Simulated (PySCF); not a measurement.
Two species compared at the same levels of theory.

First species: C2H4O3S.
SMILES with atom numbers: `[CH2:1]=[CH:2][S:3](=[O:4])(=[O:5])[OH:6]` (hydrogens: H7, H8 on C1; H9 on C2; H10 on O6)

Second species: C3H9PS.
Numbering: `[CH3:1][P:2]([CH3:3])([CH3:4])=[S:5]` (hydrogens: H6, H7, H8 on C1; H9, H10, H11 on C3; H12, H13, H14 on C4)

Levels: B97-2/pcSseg-2 for dipole moment, HOMO energy, LUMO energy and HOMO–LUMO gap; PBE0-D3(BJ)/def2-TZVP for rotational constant A and rotational constant C. Geometries: PBE0-D3(BJ)/def2-TZVP. Each species is one conformer at its optimised geometry, gas phase, non-relativistic unless stated; the electronic structure was computed with PySCF and density fitting.

Dipoles, sizes and rotational constants follow the conformer. The torsions of the flexible species, by atom-mapped SMILES:
- `[CH2:1]=[CH:2][S:3](=[O:4])(=[O:5])[OH:6]`: C1–C2–S3–O4 -6°, H–O6–S3–C2 92°

```csv
property,column X,column Y
dipole moment,4.40 D,4.96 D
HOMO energy,-8.62 eV,-6.08 eV
LUMO energy,-1.47 eV,0.18 eV
HOMO–LUMO gap,7.15 eV,6.26 eV
rotational constant A,4.858 GHz,3.622 GHz
rotational constant C,2.579 GHz,2.357 GHz
```

(1) Which column belongs to which species?

(2) How does each property change from the first species to the second?

Results:

(1) Column X is the first species and column Y the second. The first has 10 atoms and 56 electrons, the second 14 and 58.

(2) dipole moment +0.56 D; HOMO energy +2.54 eV; LUMO energy +1.65 eV; HOMO–LUMO gap -0.89 eV; rotational constant A -1.236 GHz; rotational constant C -0.222 GHz.

On the first: The dipole equals about 14.7 × 10⁻³⁰ C·m (1 D = 3.33564 × 10⁻³⁰ C·m). Geometry: PBE0-D3(BJ)/def2-TZVP, one conformer, isolated molecule.

On the second: The dipole equals about 16.5 × 10⁻³⁰ C·m (1 D = 3.33564 × 10⁻³⁰ C·m). Geometry: PBE0-D3(BJ)/def2-TZVP; no solvent, vibrations or thermal averaging.
